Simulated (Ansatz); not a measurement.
Cost and result for the atomization energy of C$_{2}$HF$_{3}$O (`FC1OC1(F)F`) (7 atoms, 7 bonds).

Z-matrix (Å, degrees):
```
C
O 1 1.424
C 1 1.445 2 56.8
F 1 1.334 2 115.2 3 110.4
H 1 1.086 2 116.0 3 -115.1
F 3 1.322 1 121.9 2 105.2
F 3 1.326 1 123.1 2 -104.1
```

The species carries charge 0 and has multiplicity 1. The structure was optimised at the PBE0-D4/def2-TZVP level. Program: Ansatz. All runs use 2 threads of a server CPU on a shared host. Times are those of one run each, without the atoms' runs, and a repeat can differ threefold. Electronic energies, without spin–orbit coupling; frozen cores. CCSD(T)/CBS adds CCSD(T) − MP2 in def2-TZVPP to the MP2 limit, and its time is that of the two runs behind it. T1 = 0.013. B3LYP takes the VWN-RPA correlation (the form of Gaussian; ORCA's B3LYP/G).

CCSD(T)/CBS is a level of theory with its own doubt, some kJ/mol a heavy atom from the limit and from the frozen cores, so smaller differences don't rank the functionals.

```
                            level  functions  wall time
           LDA (SPW92)/def2-TZVPP        200      0.8 s
  PBE-D4/def2-TZVPP (with forces)        200      1.6 s
               PBE0-D4/def2-TZVPP        200      1.7 s
              BHLYP-D4/def2-TZVPP        200      2.1 s
B3LYP-D4/def2-TZVPP (with forces)        200      2.5 s
            r2SCANh-D4/def2-TZVPP        200        3 s
              PBE-QIDH/def2-TZVPP        200      3.3 s
                B97M-V/def2-TZVPP        200      3.7 s
                 CCSD(T)/def2-SVP         89      3.7 s
 ωB97M-V/def2-TZVPP (with forces)        200      5.5 s
                   MP2/def2-QZVPP        372       14 s
               CCSD(T)/def2-TZVPP        200       43 s
                CCSD(T)/CBS(def2)          –       57 s
```

**Question.** What atomization energy does each give, and how far from CCSD(T)/CBS? (Best estimate.)

**Answer.** The calculation gave: 
```csv
level,atomization (kcal/mol),difference from CCSD(T)/CBS,per bond
LDA (SPW92)/def2-TZVPP,859.2,170.2,24.3
PBE-D4/def2-TZVPP (with forces),734.3,45.3,6.5
PBE0-D4/def2-TZVPP,699.4,10.4,1.5
BHLYP-D4/def2-TZVPP,639.8,-49.2,-7.0
B3LYP-D4/def2-TZVPP (with forces),685.0,-4.0,-0.6
r2SCANh-D4/def2-TZVPP,687.8,-1.2,-0.2
PBE-QIDH/def2-TZVPP,687.5,-1.5,-0.2
B97M-V/def2-TZVPP,692.4,3.4,0.5
CCSD(T)/def2-SVP,653.4,-35.6,-5.1
ωB97M-V/def2-TZVPP (with forces),695.2,6.2,0.9
MP2/def2-QZVPP,717.6,28.6,4.1
CCSD(T)/def2-TZVPP,667.7,-21.3,-3.0
CCSD(T)/CBS(def2),689.0,0.0,0.0
```

From PBE to PBE0 (25 % exact exchange), in def2-TZVPP and without D4, the atomization energy moves by −34.4 kcal/mol: exact exchange takes away binding that semilocal exchange gives to molecules. In def2-TZVPP, CCSD(T) changes the Hartree–Fock value by +224.8 kcal/mol (the triples alone add +18.2 kcal/mol) and MP2 by +262.1 kcal/mol; breaking electron pairs costs correlation energy, which Hartree–Fock lacks. The D4 term adds +4.1 kcal/mol with B3LYP and +2.1 kcal/mol with PBE0; it sums over pairs of atoms, weighted by their polarisabilities, and B3LYP, whose exchange is more repulsive, gets the larger term.
